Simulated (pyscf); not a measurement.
`[NH2][NH2]` + `[GeH4]` → `[NH2][GeH3]` + `[NH3]`, a four-centre exchange (singlet surface; N–N, Ge–H broken, Ge–N, H–N formed). Single points on ωB97X-D3(BJ)/def2-SVP structures (PySCF, gas phase). MP2 and CC: frozen core, UHF for open shells. ΔMP2 is the change of the MP2 total energy from the triple- to the quadruple-zeta basis. Energies in kJ/mol from the separated reactants.

Small-basis levels: PySCF, no dispersion term, spherical d functions. AM1 to PM7: differences of heats of formation from MOPAC. Cost: rough CPU time at the saddle relative to B3LYP/6-31G*+LANL2DZ, from one job on a shared machine.

```tsv
level	barrier	reaction energy	cost
MP2/6-31G*+LANL2DZ	___	-173.7	0.1
SVWN5/6-31G*+LANL2DZ	285.9	-134.4	0.8
BP86/6-31G*+LANL2DZ	314.5	-138.7	1
PBE/6-31G*+LANL2DZ	310.6	-136.1	2
B3LYP/STO-3G	400.0	-107.9	0.9
B3LYP/3-21G	289.8	-194.3	1
B3LYP/6-311+G**+LANL2DZ	381.7	-155.6	1
PBE/def2-SVP	314.1	-143.8	2
AM1	___	-153.9	under 0.02
CCSD(T)/def2-TZVPP + ΔMP2(QZVPP)	___	-177.9	–
```

Q: Fill in the missing entries.

A: 
- MP2/6-31G*+LANL2DZ, barrier: 404.2
- AM1, barrier: 485.9
- CCSD(T)/def2-TZVPP + ΔMP2(QZVPP), barrier: 368.5

Against the last row the barrier runs from -82.6 (SVWN5/6-31G*+LANL2DZ) to +117.4 kJ/mol (AM1). CCSD(T)/def2-TZVPP + ΔMP2(QZVPP) has limits of its own. From the product side, H₂N–GeH₂• + H• + NH₃ lies, by one bond made or cut, 208.5 kJ/mol under this saddle at ωB97M-D3(BJ). The same reactants have a lower exit, to NH₂• + NH₂• + GeH₄ (no saddle counted: cutting one bond costs +310.4 kJ/mol at ωB97M-D3(BJ), against +399.8 kJ/mol here). One saddle was located; it need not be the lowest between these sides. One closed-shell reference is unstable to symmetry breaking; treat the single-reference values with care. The CCSD(T) − MP2 part came from Ansatz, without density fitting, on the same reference. The frozen core leaves the outer d or s,p core shells of the metals and heavy elements correlated in the MP2 and CC values, and def2-TZVPP describes them poorly, which can shift differences by a few kcal/mol. In the def2 sets elements up to Kr have no core potential.
